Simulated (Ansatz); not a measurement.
The input, for Ansatz 0.2.0:

```yaml
crystal:
  periodic: [false, false, false]
  atoms:
    - {symbol: Ge, position_ang: [0.084376, 0.005225, 1.540898]}
    - {symbol: O, position_ang: [-0.080498, 0.013599, -0.120509]}
    - {symbol: O, position_ang: [-0.003878, -0.018825, -1.420389]}
basis:
  gaussian: {orbitals: cc-pVDZ}
magnetization: {spin_polarized: true, initial_magnetization: 0}
correlation: {method: ccsdt_q, electrons: outside_noble_gas}
```

```sh
$ ansatz run in.yaml --threads 1 --pin off --events-out ev --progress --plain --max-ram 2393MiB
```

Output:

```
989 factors; integrals over basis functions are off by at most 1.5e-7 eV
mean field evaluation 1: about -60536.9517 eV, gradient 2.7e1 eV
mean field evaluation 2: about -60537.0264 eV, gradient 2.7e1 eV
mean field evaluation 4: about -60541.4692 eV, gradient 4.7e0 eV
mean field evaluation 8: about -60541.6744 eV, gradient 4.9e-1 eV
mean field evaluation 16: about -60541.7591 eV, gradient 1.0e0 eV
mean field evaluation 32: about -60541.6795 eV, gradient 2.7e-1 eV
mean field evaluation 64: about -60542.6586 eV, gradient 1.6e-1 eV
mean field evaluation 96: about -60542.6642 eV, gradient 1.2e-8 eV
mean field evaluation 128: about -60542.3440 eV, gradient 2.3e0 eV
mean field evaluation 160: about -60541.6767 eV, gradient 1.1e-2 eV
...
cycle  18  -13.91616789 eV  change    1.4e-5 eV  update   6.5e-5
cycle  19  -13.91614495 eV  change    2.3e-5 eV  update   6.4e-5
cycle  20  -13.91612673 eV  change    1.8e-5 eV  update   2.8e-5
cycle  21  -13.91612363 eV  change    3.1e-6 eV  update   1.6e-5
cycle  22  -13.91612764 eV  change   -4.0e-6 eV  update   9.8e-6
cycle  23  -13.91612342 eV  change    4.2e-6 eV  update   4.8e-6
cycle  24  -13.91612554 eV  change   -2.1e-6 eV  update   2.9e-6
cycle  25  -13.91612521 eV  change    3.4e-7 eV  update   2.3e-6
cycle  26  -13.91612564 eV  change   -4.3e-7 eV  update   9.4e-7
cycle  27  -13.91612613 eV  change   -4.9e-7 eV  update   5.5e-7
perturbative correction -0.32390351 eV, -0.0119032344 hartree
Total energy: -60555.91677124 eV, -2225.3888950686 hartree
```

Ran on 1 thread of Arm Neoverse V2, shared host: 95 s wall, 0.71 GiB peak host memory.
